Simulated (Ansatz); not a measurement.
# HAl–PH, singlet: reading a ladder of total energies

Geometry: a PBE0/def2-TZVP stationary point for this spin, not checked as a minimum.

```yaml
atoms:
  - { symbol: Al, position_ang: [0.0000, 0.0033, 1.1038] }
  - { symbol: P, position_ang: [0.0000, 0.0453, -1.0264] }
  - { symbol: H, position_ang: [0.0000, -0.1169, 2.6818] }
  - { symbol: H, position_ang: [0.0000, -1.3656, -0.6878] }
```

Basis 6-31G; Ansatz 0.2.0. Only valence electrons are correlated (noble-gas cores frozen), which leaves 10 electrons in 20 orbitals. R marks a restricted (for open shells ROHF) determinant.

Full CI is exact within this basis and frozen core; it isn't the basis-set limit.

Runs differ by some tens of microhartree through their thresholds, so steps under 0.03 kcal/mol mean nothing.

| level | total energy (hartree) |
| --- | --- |
| RHF | -583.682545 |
| RMP2 | -583.779421 |
| RCCSD | -583.801557 |
| RCCSD(T) | -583.805674 |
| RCCSDT | -583.806606 |
| RCCSDT(Q) | -583.806884 |
| RCCSDTQ | -583.806852 |
| full CI | -583.806847 |

Q: What is the correlation energy at full CI, and what share of it do RMP2 and RCCSDT recover?

A: E(corr) = -583.806847 − (-583.682545) = -0.124302 hartree = -3.382 eV. RMP2: -0.096876 / -0.124302 = 77.94 %. RCCSDT: -0.124061 / -0.124302 = 99.81 %.

Q: By how many kcal/mol does RCCSD(T) miss full CI (1 hartree = 627.509 kcal/mol), and which steps make up the rest?

A: -583.805674 − (-583.806847) = 0.001173 hartree = 0.74 kcal/mol. Steps: RCCSDT − RCCSD(T) = -0.58, RCCSDT(Q) − RCCSDT = -0.17, RCCSDTQ − RCCSDT(Q) = 0.02, full CI − RCCSDTQ = 0.00 kcal/mol. That is within 1 kcal/mol of the reference in this basis, which itself misses far more of the correlation at the basis-set limit.
